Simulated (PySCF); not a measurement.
# F₂−: from the state search to spectroscopic constants

An exercise on one series of results from a longer session: the logs are not shown, and one member is left open.

Program: PySCF 2.14.0. Level of theory: F aug-cc-pVDZ-DK, spin-free X2C with a Gaussian nucleus. These are calculated values, not measurements.

The first run:

A driver script around PySCF takes these settings:

```
atoms                         : F, F
charge                        : -1
basis                         : F aug-cc-pVDZ-DK
Hamiltonian                   : spin-free X2C with a Gaussian nucleus
basis functions               : 46
electrons treated             : 19
masses in u                   : 18.9984, 18.9984
levels                        : PBE0, PBE, r²SCAN, BLYP, BHandHLYP, LDA, HF, MP2, SCS-MP2, CCSD, CCSD(T)
grid                          : 80 radial by 434 angular points
occupations                   : held fixed by the projection of orbital angular momentum
dissociation limit            : F + F−, each in its ground configuration
starting distance in angstrom : 1.330
values of 2S to try           : 1, 3
```

On the command line:

```bash
$ OMP_NUM_THREADS=1 python dia.py task.json out
```

Among the steps run: Set-up; PBE0 along the bond; PBE; r²SCAN; BLYP; BHandHLYP; LDA (local density); UHF (mean field); MP2 and coupled cluster.

One of the session's tables, all rows but one given; the rest of the session is left out.

It belongs to the step «The curves together». Energy (eV) from each level's lowest point:

```
R (Å)    UHF  UHF-MP2  UHF-SCS-MP2  UHF-CCSD  UHF-CCSD(T)
1.730  0.186    0.194        0.196       n/a          n/a
1.811  0.048    0.051        0.052     0.069        0.075
1.891  0.000    0.000        0.000     0.006        0.009
1.952  0.003    0.003        0.002     0.000        0.000
2.012  0.030    0.031        0.029     0.018        0.016
2.072      ?        ?            ?         ?            ?
2.153  0.145    0.151        0.149     0.117        0.111
2.253  0.249    0.261        0.258     0.212        0.203
2.374  0.377    0.398        0.394     0.332        0.320
2.535  0.538    0.569        0.565       n/a          n/a
```

Estimate the missing values for R (Å) = 2.072.

Worked estimate for «UHF». A straight line through the neighbours (2.012, 0.030) and (2.153, 0.145) gives 0.030 + (0.145 − 0.030) × (2.072 − 2.012) / (2.153 − 2.012) = 0.079; a parabola fitted to 4 rows on both sides gives 0.074.

As computed: UHF: 0.073; UHF-MP2: 0.075; UHF-SCS-MP2: 0.073; UHF-CCSD: 0.053; UHF-CCSD(T): 0.049. In «UHF» the line misses by +0.006 and the parabola by +0.001.
